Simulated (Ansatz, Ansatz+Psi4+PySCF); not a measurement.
```csv
atom,x (Å),y (Å),z (Å)
C,0.0000,0.0000,-0.6187
F,0.0000,0.0000,0.7447
H,0.0000,-1.0360,-0.9966
H,-0.8972,0.5180,-0.9966
H,0.8972,0.5180,-0.9966
```

Basis set: cc-pVTZ (spherical functions). Correlated methods keep 2 orbitals frozen. Charge 0, multiplicity 1.

Computed with Ansatz (development build ahead of 0.2.0); each method stands on the lowest determinant of its kind that the runs found. Restricted open shells among the atoms or ions are ROHF, correlated in semicanonical orbitals with singles.

Problem. Give the atomization energy at this shape (free ground-state atoms in the same class of orbitals less the molecule, no zero-point energy) of singlet CH3F by RHF-MP2, RHF.

Solution.

```
 method  atomization energy
RHF-MP2            18.08 eV
    RHF            13.79 eV
```
